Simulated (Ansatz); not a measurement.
Input file:

```yaml
crystal:
  periodic: [false, false, false]
  atoms:
    - {symbol: Ga, position_ang: [0.000000, 0.000000, 0.000000]}
    - {symbol: H, position_ang: [0.000000, 0.000000, 3.738000]}
basis:
  gaussian: {orbitals: cc-pVDZ, fitting: {mean_field: def2-universal-jkfit}}
total_charge: -1
magnetization: {spin_polarized: false, initial_magnetization: 2}
correlation: {method: sc_nevpt2, electrons: outside_noble_gas, active_space: {window: {electrons: 3, orbitals: 5}}}
accuracy: high
```

```sh
$ ansatz run in.yaml --threads 1 --pin off --events-out ev --progress --plain --max-ram 2393MiB
```

(1) What does the program do with this input?

Answers

(1) Refused. The input was made wrong on purpose (multiplicity of wrong parity), so the run isn't a sound calculation of what was asked.
```
Error: a molecule whose nuclei and cores have a total charge of 32 cannot have a net charge of -1 together with 2 unpaired electrons
```
